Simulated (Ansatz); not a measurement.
Relaxation of CH₄BO (7 atoms, charge 0, multiplicity 2), to a largest force component of 0.015 eV/Å in at most 40 steps.

Computed with UKS BHLYP-D4/def2-SVP (Ansatz).

```xyz
7
Properties=species:S:1:pos:R:3
C -0.623 0.385 -0.311
B 0.883 0.152 -0.217
O 1.393 -0.580 0.909
H -1.144 -0.525 -0.353
H -0.881 0.992 -1.269
H -1.006 1.035 0.554
H 1.439 -1.527 0.641
```

Where does it end, and by what steps?

The run converged. After 9 steps the energy has fallen by 0.943 eV; H7 moved furthest, 0.72 Å.

| step | energy less start (eV) | largest force component (eV/Å) | accepted |
| --- | --- | --- | --- |
| 0 | 0.0000 | 4.316 | yes |
| 1 | -0.3816 | 1.874 | yes |
| 2 | -0.6918 | 0.816 | yes |
| 3 | -0.8707 | 0.617 | yes |
| 4 | -0.9112 | 0.785 | yes |
| 5 | -0.9346 | 0.168 | yes |
| 6 | -0.9117 | 0.455 | no |
| 7 | -0.9398 | 0.295 | yes |
| 8 | -0.9428 | 0.070 | yes |
| 9 | -0.9430 | 0.007 | yes |

```xyz
7
Properties=species:S:1:pos:R:3
C -0.721 0.395 -0.334
B 0.565 -0.483 -0.238
O 1.303 -0.606 0.865
H -1.589 -0.244 -0.528
H -0.655 1.091 -1.175
H -0.899 0.962 0.588
H 2.057 -1.184 0.776
```

Time of the run: 46 s on 1 thread of Arm Neoverse N1, on a shared host, peak memory 0.14 GiB.
